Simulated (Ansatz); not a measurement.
A made-up structure of CH₅SSi (charge -1), singlet:

C1  (-0.850, 0.441, -1.052)
Si2  (0.478, 0.389, 0.086)
S3  (1.071, -1.485, 1.272)
H4  (-0.835, -0.146, -1.969)
H5  (0.190, 1.776, -0.010)
H6  (0.316, 1.384, 1.199)
H7  (1.861, 0.572, -0.477)
H8  (-0.188, -1.798, 1.615)
(Å)

It is relaxed with PBE-D4/def2-SVPD and then PBE0-D4/def2-TZVPD (Ansatz 0.2.0). Atoms count as bonded within 1.22 times the sum of their covalent radii (H–H: 0.88 Å). The end point is not checked to be a true minimum.

Q: Does its bonding change? (A judgement: the text doesn't fix the answer.)

A: Computed: Yes. Formed: C1–H5; broken: Si2–H5.

Where it ends: The first stage lowers the energy by 4.55 eV in 20 steps. It ends as CH₅SSi ([CH2][SiH2][SH]), total charge -1:
```
8
angstrom
C -0.4177 0.8145 -0.9744
Si 0.7991 0.4125 0.2175
S 0.9080 -1.6093 1.2986
H -0.4726 0.2909 -1.9277
H -1.3742 1.2073 -0.6304
H 0.7858 1.3541 1.3870
H 2.2205 0.3244 -0.2674
H -0.4070 -1.6616 1.5610
```

Labels in which every atom is bracketed show which atoms are joined, not bond orders.

For scale, one of the runs: PBE0-D4/def2-TZVPD relaxation, 171 basis functions, launched by `ansatz run in.yaml --threads 2 --pin off --events-out ev --progress --plain --max-ram 4352MiB`. The run took about 37 s on 2 CPU threads of an Arm Neoverse V1 (shared host).
